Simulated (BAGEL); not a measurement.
# C2H6NO (SMILES CN(C)[O]) at UHF/STO-3G (density fitting with qzvpp-jkfit)

Aim: the energy change on altering one bond length of C2H6NO at UHF/STO-3G (density fitting with qzvpp-jkfit), from 2 runs. 

Program for the calculation: BAGEL 1.2.2.

3 further runs of the same task are left out: 3 set aside as unsound or not needed.

**1. The molecule**

C2H6NO: 10 atoms, total charge 0, spin state doublet. As SMILES, `CN(C)[O]`. The coordinates come from a GFN2-xTB relaxation.

Bond lengths: C1–N2 1.436 Å, N2–C3 1.436 Å, N2–O4 1.274 Å, C1–H5 1.088 Å, C1–H6 1.093 Å, C1–H7 1.096 Å, C3–H8 1.093 Å, C3–H9 1.095 Å, C3–H10 1.088 Å. Some angles: C1–N2–C3 117.9°, C1–N2–O4 120.8°, C3–N2–O4 120.8°, N2–C1–H5 108.5°, N2–C1–H6 110.1°, N2–C1–H7 110.9°, N2–C3–H8 110.1°, N2–C3–H9 110.8°, N2–C3–H10 108.5°, H5–C1–H6 109.7°.

**2. A single-point energy at UHF/STO-3G (density fitting with qzvpp-jkfit)**

Input file job.json:

```json
{ "bagel" : [

{
  "title" : "molecule",
  "basis" : "sto-3g",
  "df_basis" : "qzvpp-jkfit",
  "angstrom" : "true",
  "geometry" : [
    { "atom" : "C", "xyz" : [      -0.455250,       0.857950,      -0.771070 ] },
    { "atom" : "N", "xyz" : [      -0.355590,      -0.433170,      -0.151320 ] },
    { "atom" : "C", "xyz" : [       0.625670,      -0.607270,       0.882070 ] },
    { "atom" : "O", "xyz" : [      -1.002370,      -1.429840,      -0.611750 ] },
    { "atom" : "H", "xyz" : [      -1.257850,       0.828570,      -1.504610 ] },
    { "atom" : "H", "xyz" : [      -0.671390,       1.620820,      -0.018340 ] },
    { "atom" : "H", "xyz" : [       0.482260,       1.123390,      -1.272240 ] },
    { "atom" : "H", "xyz" : [       0.440620,       0.095440,       1.698920 ] },
    { "atom" : "H", "xyz" : [       1.634490,      -0.428590,       0.494740 ] },
    { "atom" : "H", "xyz" : [       0.559420,      -1.627300,       1.253610 ] }
  ]
},

{ "title" : "uhf", "nopen" : 1 },

{ "title" : "print", "file" : "orbitals.molden", "orbitals" : "true" }

]}
```

Started as:

```console
$ BAGEL_NUM_THREADS=1 BAGEL job.json > job.out
```

Output:

```text
* using 1 threads per process

  ===============================================================
  ===============================================================

  *** Geometry ***

  { "atom" : "C", "xyz" : [     -0.860298,      1.621291,     -1.457111 ] },
  { "atom" : "N", "xyz" : [     -0.671968,     -0.818573,     -0.285953 ] },
  { "atom" : "C", "xyz" : [      1.182345,     -1.147574,      1.666871 ] },
  { "atom" : "O", "xyz" : [     -1.894205,     -2.702006,     -1.156040 ] },
  { "atom" : "H", "xyz" : [     -2.376992,      1.565770,     -2.843301 ] },
  { "atom" : "H", "xyz" : [     -1.268743,      3.062906,     -0.034658 ] },
  { "atom" : "H", "xyz" : [      0.911339,      2.122899,     -2.404185 ] },
  { "atom" : "H", "xyz" : [      0.832651,      0.180355,      3.210494 ] },
  { "atom" : "H", "xyz" : [      3.088738,     -0.809918,      0.934923 ] },
  { "atom" : "H", "xyz" : [      1.057151,     -3.075151,      2.368980 ] },

  Number of auxiliary basis functions:      412

  Since a DF basis is specified, we compute 2- and 3-index integrals:
    o Being stored without compression. Storage requirement is 0.002 GB

  Number of basis functions:       26
  Number of electrons      :       33

    * METHOD: MOLECULE                             0.12

  *** Open-shell HF ***

  === Nuclear Repulsion ===
   130.3649673513

      * DIIS with orbital gradients will be used.

  === UHF iteration (sto-3g) ===
      0       -205.65021579          0.04825083           0.02
      1       -205.79040651          0.02518242           0.02
      2       -205.82034750          0.00897788           0.02
      3       -205.82835085          0.00463528           0.02
      4       -205.83368192          0.00244297           0.02
      5       -205.83539563          0.00040049           0.02
      6       -205.83545127          0.00006360           0.02
      7       -205.83545840          0.00002398           0.02
      8       -205.83546181          0.00001407           0.02
      9       -205.83546306          0.00000647           0.02
     10       -205.83546324          0.00000085           0.02
     11       -205.83546326          0.00000066           0.02
     12       -205.83546327          0.00000041           0.02
     13       -205.83546327          0.00000008           0.02
     14       -205.83546327          0.00000003           0.02
     15       -205.83546327          0.00000001           0.02
     16       -205.83546327          0.00000001           0.02
    * SCF iteration converged.

    * S^2 (UHF) is 0.7520

    * Permanent dipole moment:
           (   -0.391137,    -0.515029,    -0.200945) a.u.

    * METHOD: UHF                                  0.39

    * METHOD: PRINT                                0.00

  ===============================================================
```

Wall time 0.62 s (1 thread of Arm Neoverse V1, shared host).

**3. The distorted shape at the same level**

Input file calc.json:

```json
{ "bagel": [

{
  "title": "molecule",
  "basis": "sto-3g",
  "df_basis": "qzvpp-jkfit",
  "angstrom": "true",
  "geometry": [
    { "atom": "C", "xyz": [       0.507900,       0.893207,       0.109205 ] },
    { "atom": "N", "xyz": [       0.607560,      -0.397913,       0.728955 ] },
    { "atom": "C", "xyz": [       1.588820,      -0.572013,       1.762345 ] },
    { "atom": "O", "xyz": [      -0.039220,      -1.394583,       0.268525 ] },
    { "atom": "H", "xyz": [      -1.257850,       0.828570,      -1.504610 ] },
    { "atom": "H", "xyz": [       0.291760,       1.656077,       0.861935 ] },
    { "atom": "H", "xyz": [       1.445410,       1.158647,      -0.391965 ] },
    { "atom": "H", "xyz": [       1.403770,       0.130697,       2.579195 ] },
    { "atom": "H", "xyz": [       2.597640,      -0.393333,       1.375015 ] },
    { "atom": "H", "xyz": [       1.522570,      -1.592043,       2.133885 ] }
  ]
},

{ "title": "uhf", "nopen": 1 },

{ "title": "print", "file": "orbitals.molden", "orbitals": "true" }

]}
```

Started as:

```console
$ BAGEL_NUM_THREADS=1 BAGEL calc.json > calc.out
```

Output:

```text
* using 1 threads per process

  ===============================================================
  ===============================================================

  *** Geometry ***

  { "atom" : "C", "xyz" : [      0.959792,      1.687917,      0.206368 ] },
  { "atom" : "N", "xyz" : [      1.148122,     -0.751947,      1.377525 ] },
  { "atom" : "C", "xyz" : [      3.002435,     -1.080948,      3.330349 ] },
  { "atom" : "O", "xyz" : [     -0.074115,     -2.635380,      0.507439 ] },
  { "atom" : "H", "xyz" : [     -2.376992,      1.565770,     -2.843301 ] },
  { "atom" : "H", "xyz" : [      0.551346,      3.129532,      1.628821 ] },
  { "atom" : "H", "xyz" : [      2.731429,      2.189526,     -0.740707 ] },
  { "atom" : "H", "xyz" : [      2.652741,      0.246982,      4.873972 ] },
  { "atom" : "H", "xyz" : [      4.908828,     -0.743292,      2.598402 ] },
  { "atom" : "H", "xyz" : [      2.877240,     -3.008525,      4.032458 ] },

  Number of auxiliary basis functions:      412

  Since a DF basis is specified, we compute 2- and 3-index integrals:
    o Being stored without compression. Storage requirement is 0.002 GB

  Number of basis functions:       26
  Number of electrons      :       33

    * METHOD: MOLECULE                             0.12

  *** Open-shell HF ***

  === Nuclear Repulsion ===
   127.2021936906

      * DIIS with orbital gradients will be used.

  === UHF iteration (sto-3g) ===
      0       -205.11939178          0.07454043           0.02
      1       -205.27033936          0.05903966           0.02
      2       -205.34819550          0.04773809           0.02
      3       -205.49459651          0.00976773           0.02
      4       -205.54920116          0.00827345           0.02
      5       -205.63234464          0.00331355           0.02
      6       -205.65188075          0.00145804           0.02
      7       -205.65398390          0.00072369           0.02
      8       -205.65414879          0.00033402           0.02
      9       -205.65424647          0.00011497           0.02
     10       -205.65427361          0.00003105           0.02
     11       -205.65427402          0.00002339           0.02
     12       -205.65427434          0.00001834           0.02
     13       -205.65427461          0.00001256           0.02
     14       -205.65427479          0.00000598           0.02
     15       -205.65427483          0.00000268           0.02
     16       -205.65427484          0.00000127           0.02
     17       -205.65427484          0.00000048           0.02
     18       -205.65427484          0.00000013           0.02
     19       -205.65427484          0.00000004           0.02
     20       -205.65427484          0.00000002           0.02
     21       -205.65427484          0.00000001           0.02
     22       -205.65427484          0.00000001           0.02
    * SCF iteration converged.

    * S^2 (UHF) is 1.7040

    * Permanent dipole moment:
           (   -0.498245,    -0.482768,    -0.310197) a.u.

    * METHOD: UHF                                  0.51

    * METHOD: PRINT                                0.00

  ===============================================================
```

Wall time 0.74 s (1 thread of Arm Neoverse V1, shared host).

**4. Summary of results**

Level: UHF/STO-3G (density fitting with qzvpp-jkfit).

| quantity | value |
| --- | --- |
| first shape: total energy | -205.83546 Eh |
| first shape: dipole moment | 1.72 D |
| first shape: ⟨S²⟩ | 0.752 |
| distorted shape: total energy | -205.65427 Eh |
| distorted shape: dipole moment | 1.93 D |
| distorted shape: ⟨S²⟩ | 1.704 |
| energy change with the C1–H5 bond stretched from 1.088 to 2.393 Å | 4.930 eV |

**Reading.** With the C1–H5 bond stretched from 1.088 to 2.393 Å the energy rises by 4.93 eV (476 kJ/mol). The first shape isn't relaxed at this level, so the change isn't measured from a minimum. The minimal basis adds a large error of its own. ⟨S²⟩ (distorted shape) is 1.70 where a pure doublet has 0.75: the reference is spin-contaminated.
